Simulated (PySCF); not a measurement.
## AlN from Hartree–Fock to correlated methods

State: ³Σ⁻ (triplet), unpaired electrons π ↑↑. Set-up: PySCF, no relativity, basis sets Al def2-SVPD, N def2-SVPD. De refers to Al + N in their high-spin ground configurations, without counterpoise correction. The functionals are run spin-unrestricted. A positive dipole means Al(−)N(+).

| Level | Re (Å) | ωe (cm⁻¹) | De (eV) | μ (D) | CPU s a point (SCF and correlation, without the integrals) |
| --- | --- | --- | --- | --- | --- |
| UHF | 1.924 | 651 | 1.07 | -1.42 | 0.075 |
| UHF-MP2 | 1.943 | 628 | 2.14 | n/a | 0.12 |
| UHF-SCS-MP2 | 1.946 | 622 | 2.15 | n/a | n/a |
| UHF-CCSD | 1.951 | 613 | 2.09 | n/a | n/a |
| UHF-CCSD(T) | 1.956 | 604 | 2.17 | n/a | 1.4 |
| PBE | 1.964 | 590 | 2.92 | -1.30 | 0.42 |
| r²SCAN | 1.946 | 611 | 2.55 | -1.23 | 0.63 |
| TPSSh | 1.947 | 617 | 2.72 | -1.22 | 0.67 |
| PBE0 | 1.941 | 621 | 2.64 | -1.34 | 0.61 |
| HSE06 | 1.941 | 619 | 2.65 | -1.36 | 0.53 |
| BHandHLYP | 1.924 | 644 | 2.49 | -1.49 | 0.34 |
| B2PLYP | 1.942 | 619 | 2.56 | -1.53 | 0.37 |

The bond length runs from 1.924 Å (BHandHLYP) to 1.964 Å (PBE). De spans 1.07 eV (UHF, mean field) to 2.92 eV (PBE, GGA). Correlation at CCSD(T) changes the Hartree–Fock bond energy by +1.10 eV; the triples alone change it by +0.08 eV.

Correlated steps freeze 6 core orbitals. Correlated levels converge slowly with the basis: in double zeta they bind strong bonds too weakly, by up to about 1 eV, and carry superposition errors of some tenths. B2PLYP dipoles, levels and charges come from its SCF part alone. The state is the lowest determinant that a PBE0 search found; another state may lie lower at other levels.

The whole job (state search and all levels along the bond) took about 1.6 min on 1 thread of Arm Neoverse V2 (shared host), peak memory 0.51 GiB.
